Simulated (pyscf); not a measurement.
PySCF, gas phase, ωB97X-D3(BJ)/def2-SVP geometries.

### Question
For H₃C–NH₂ + H₃C–In [singlet] → H₃C–In(CH₃)–NH₂, an insertion (singlet surface; C–N broken, C–In, In–N formed), PBE/def2-TZVP gives ΔE‡ = 193.6 kJ/mol and ΔE = -56.0 kJ/mol (zero: the separated reactants). In which direction and how far do PBE0-D3(BJ)/def2-TZVP, M06-2X/def2-TZVP, ωB97M-D3(BJ)/def2-TZVP move these?

### Answer
PBE0-D3(BJ): ΔE‡ = 230.0 kJ/mol, ΔE = -66.4 kJ/mol; M06-2X: ΔE‡ = 246.1 kJ/mol, ΔE = -75.5 kJ/mol; ωB97M-D3(BJ): ΔE‡ = 256.3 kJ/mol, ΔE = -64.8 kJ/mol. PBE's barrier lies under all of them, by 36.3 to 62.7 kJ/mol. Its reaction energy lies over all of them, by 8.8 to 19.4 kJ/mol. Low barriers are usual for a GGA, whose delocalisation error favours stretched bonds. On the reactant side the descent ends in a bound adduct, 53.3 kJ/mol under the separated species and 306.2 kJ/mol under the saddle at ωB97X-D3(BJ)/def2-TZVP. From the product side, CH₃• + [H₃C–In–NH₂]• lies, by one bond made or cut, 39.8 kJ/mol under this saddle at ωB97M-D3(BJ). One saddle was located; it need not be the lowest between these sides. A restricted solution here is unstable towards spin polarisation, so biradical character is likely and single-reference numbers are less safe. Elements past Kr carry the def2 core potentials, without spin-orbit coupling.
